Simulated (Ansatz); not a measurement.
Ansatz (a first-principles code) input:

Ansatz 0.2 input:
```yaml
crystal:
  periodic: [false, false, false]
  atoms:
    - {symbol: H, position_ang: [0.01116471, -0.02286316, 2.10006054]}
    - {symbol: N, position_ang: [0.00552309, 0.00699052, 1.09243157]}
    - {symbol: C, position_ang: [-0.01584127, 1.14164578, 0.26594390]}
    - {symbol: C, position_ang: [0.01804917, -1.10159074, 0.27979305]}
    - {symbol: C, position_ang: [-0.01776430, 0.81027342, -1.07692710]}
    - {symbol: C, position_ang: [0.00437150, -0.63979611, -1.02364815]}
    - {symbol: H, position_ang: [-0.02792192, 2.11063355, 0.75657241]}
    - {symbol: H, position_ang: [0.03526148, -2.09640134, 0.70960952]}
    - {symbol: H, position_ang: [0.00994351, -1.30349671, -1.88423371]}
basis:
  gaussian:
    orbitals: def2-TZVP
hamiltonian:
  xc: b3lyp
  dispersion: d3bj
total_charge: -1
phonons: {temperatures: {t_min: 298.15, t_max: 298.15, t_step: 100}}
```

Question: Which total energy does the run end on?

Answer: -209.59721 Eh (B3LYP-D3(BJ)/def2-TZVP). The basis has 179 functions. The run takes roughly 4 core-minutes.

It need not be the lowest isomer of its formula. Whether it binds its extra electron was not tested at this geometry.
